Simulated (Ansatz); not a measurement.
# F2H2Si: the cost of one run

All numbers are computed with Ansatz 0.2.0 through its Python package. Level of theory: B3LYP/def2-SVP.

## 1. Starting point

Bond lengths: F1–Si2 1.562 Å, Si2–F3 1.572 Å, Si2–H4 1.447 Å, Si2–H5 1.494 Å. Angles: F1–Si2–F3 107.1°, F1–Si2–H4 112.4°, F1–Si2–H5 111.4°, F3–Si2–H4 107.4°, F3–Si2–H5 109.7°, H4–Si2–H5 108.7°.

The script holds or builds the structure itself.

## 2. Script

Input file relaxed_scan.py:

```python
"""One bond of F2H2Si held at set lengths while the rest relaxes."""

import ansatz as az
import numpy as np

SETTINGS = {
    "basis_set": "def2-SVP",
    "functional": "B3LYP",
}

mol = (
    az.Crystal.molecule()
    .atom("F", (-1.0498, 0.5175, 1.0077))
    .atom("Si", (-0.0144, -0.0095, -0.0357))
    .atom("F", (1.2234, -0.5453, 0.7713))
    .atom("H", (-0.5317, -1.1108, -0.8183))
    .atom("H", (0.4223, 1.0745, -0.9663))
)

calc = (
    mol.calculation()
    .basis(gaussian=SETTINGS["basis_set"])
    .functional(SETTINGS["functional"])
)
symbols = [site.symbol for site in mol.cartesian_sites]
pairs = [(0, 1), (1, 2), (1, 3), (1, 4)]
print("held (A)   E (eV)        ", "  ".join(f"{symbols[i]}{i}-{symbols[j]}{j}" for i, j in pairs))
for length in [1.33, 1.45, 1.56, 1.74, 1.95]:
    data = calc.relax(constraints=[az.DistanceConstraint((1, 3), at=length)], force_tolerance=0.02, max_steps=60).run(threads=1, pin="off").report
    xyz = np.array(data["positions_ang"])
    print(f"{length:6.2f} {data['free_energy_ev']:14.5f}  ", "  ".join(f"{np.linalg.norm(xyz[i] - xyz[j]):.3f}" for i, j in pairs))
```

## 3. The calls as engine input

The package turns the script's settings into the engine's input (first run):

```yaml
crystal:
  periodic: [false, false, false]
  atoms:
    - { symbol: F, position_ang: [-1.0498, 0.5175, 1.0077] }
    - { symbol: Si, position_ang: [-0.0144, -0.0095, -0.0357] }
    - { symbol: F, position_ang: [1.2234, -0.5453, 0.7713] }
    - { symbol: H, position_ang: [-0.5317, -1.1108, -0.8183] }
    - { symbol: H, position_ang: [0.4223, 1.0745, -0.9663] }
basis:
  gaussian:
    orbitals: def2-SVP
hamiltonian:
  xc: b3lyp
relax:
  f_tol: 0.02
  max_steps: 60
  constraints:
    - { distance: [1, 3], at: 1.33 }
```

## 4. Launch

Started as:

```
> python relaxed_scan.py
```

Q: Estimate wall time and peak memory on 1 thread of Arm Neoverse V2, shared host.

About 30 s, with a peak of 0.18 GiB.
